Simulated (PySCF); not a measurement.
# Oxygen: a sound run and one with changed settings

Sound run: O [He] 2s2 2p4, O⁺ [He] 2s2 2p3. Calculation: PySCF 2.14, in 6-31G* (3s2p1d, 14 functions); no relativity, point nucleus. In the sound run the correlated levels freeze 1s2. The sound run starts from symmetry-adapted Hartree-Fock orbitals and uses a fine grid where one is needed.

Changed run: initial guess 1e, at most 50 SCF cycles, level shift 2.0 hartree.

```
species   method  sound run (hartree)  changed run (hartree)  converged
      O      UHF            -74.78318              -74.78318        yes
      O   r2SCAN            -75.02240              -75.02240        yes
      O      PBE            -74.97241              -74.97241        yes
      O      MP2            -74.87816              -74.83166        yes
      O  CCSD(T)            -74.89475              -74.89475        yes
     O⁺      UHF            -74.34108              -74.34108        yes
     O⁺   r2SCAN            -74.52150              -74.52150        yes
     O⁺      PBE            -74.46270              -74.46270        yes
     O⁺      MP2            -74.40172              -74.37252        yes
     O⁺  CCSD(T)            -74.41769              -74.41769        yes
```

Ionisation energy of O:

| method | sound run (eV) | changed run (eV) |
| --- | --- | --- |
| UHF | 12.030 | 12.030 |
| r2SCAN | 13.630 | 13.630 |
| PBE | 13.870 | 13.870 |
| MP2 | 12.965 | 12.494 |
| SCS-MP2 | 12.965 | 12.500 |
| CCSD | 12.973 | 12.973 |
| CCSD(T) | 12.981 | 12.981 |

A level shift leaves the converged SCF energy unchanged but raises the virtual orbital energies, which shrinks MP2 if it is not removed.

For comparison, NIST gives 13.618 eV between the lowest levels.
